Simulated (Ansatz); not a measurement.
# Elastic constant C44 of some elemental metals

Method: PBE (Ansatz, a first-principles code, plane waves, PAW). References are measured values at low temperature. The table is a random draw of 10 from 19 solids with such references.

Values in GPa.

| solid | reference | PBE | error (%) |
|---|---|---|---|
| bcc W | 163¶ | 139 | -14.7 |
| fcc Au | 45.4¶ | 30.3 | -33 |
| hcp Be | 166¶ | 168 | +1.2 |
| fcc Ni | 132 | 133 | +0.8 |
| fcc Pd | 71.2¶ | 60.7 | -14.7 |
| hcp Zn | 45.9§¶ | 32.1 | -30 |
| hcp Mg | 18.4¶ | 18.4 | 0.0 |
| bcc Mo | 112¶ | 98.8 | -11.8 |
| bcc Ta | 87.4¶ | 73.4 | -16.0 |
| fcc Ag | 51.1 | 42.2 | -17.4 |

Over these 10 solids the mean error is -13.6 %, the mean absolute error 14.0 % (median 14.7 %), and the worst case fcc Au at -33 %; the value is too low in 7 of 10 cases. Over all 19, from unrounded values, the mean error is -12.7 % and the mean absolute error 12.9 % (median 12.7 %). Caveats on values not shown: shear constants of such metals converge slowly with the k mesh (1); the commensurate order stands in for chromium's spin-density wave, and the size of the moments varies much between levels (1).

All these references are low-temperature values that still hold zero-point motion.

Spin–orbit coupling is left out, also for the solids with elements from indium on (bcc W, fcc Au, bcc Ta); its size isn't shown.

§ marks references from which a value of another source on file, of any temperature and not printed here, differs by over 15 %.

¶ marks references of a special kind: bcc W, 163 GPa (measured, 0 K, extrapolated to 0 K; zero-point effects included; as tabulated in Wang et al. (2022), arXiv:2209.12322); fcc Au, 45.4 GPa (measured, 0 K, extrapolated to 0 K; zero-point effects included; as tabulated in Malica and Corso (2021), arXiv:2109.00459); hcp Be, 166 ± 0.5 GPa (measured, 0 K, extrapolated to 0 K; as tabulated in Elastic Constants of Single Crystal Beryllium, J. Appl. Phys., doi …); fcc Pd, 71.2 GPa (measured, 0 K, extrapolated to 0 K; zero-point effects included; as tabulated in Malica and Corso (2021), arXiv:2109.00459); hcp Zn, 45.9 GPa (measured, 0 K, extrapolated to 0 K; zero-point effects included; as tabulated in Galib et al. (2023), arXiv:2209.08184); hcp Mg, 18.4 GPa (measured, 0 K, extrapolated to 0 K; zero-point effects included; as tabulated in Ibrahim et al. (2023), arXiv:2305.03577); bcc Mo, 112 GPa (measured, 0 K, 300 K values taken to 0 K by the source's computed thermal shift; zero-point effects included; as tabulated in Gong and Corso (2024), arXiv:2406.16634); bcc Ta, 87.4 GPa (measured, 0 K, extrapolated to 0 K; zero-point effects included; as tabulated in Wang et al. (2022), arXiv:2209.12322).

Differences are worked out from the printed values.

Each level is taken at its own relaxed cell. Caveats: shear constants of such metals converge slowly with the k mesh (bcc W, bcc Mo, bcc Ta). Ansatz's density-functional and Hartree–Fock values are scalar-relativistic unless marked +SOC, with PAW data made under PBE.

Ansatz's runs of these crystals have no spin polarisation, but for fcc Ni.

Density-functional runs with spin start from parallel moments for fcc Ni.

Not in this set, of the elemental metals with a reference value in our tables and a result at some level: 14 for a reference at room or unstated temperature; 2 for a doubt noted on the run at PBE; 1 for sources at odds. These can be a level's best or worst cases. Solids without a released value at any level aren't counted. Layered and molecular crystals are counted apart. The metals Ce to Yb are counted apart.

References as tabulated in Wang et al. (2022), arXiv:2209.12322; Malica and Corso (2021), arXiv:2109.00459; Li et al. (2021), arXiv:2102.01972; Elastic Constants of Single Crystal Beryllium, J. Appl. Phys., doi … and others.
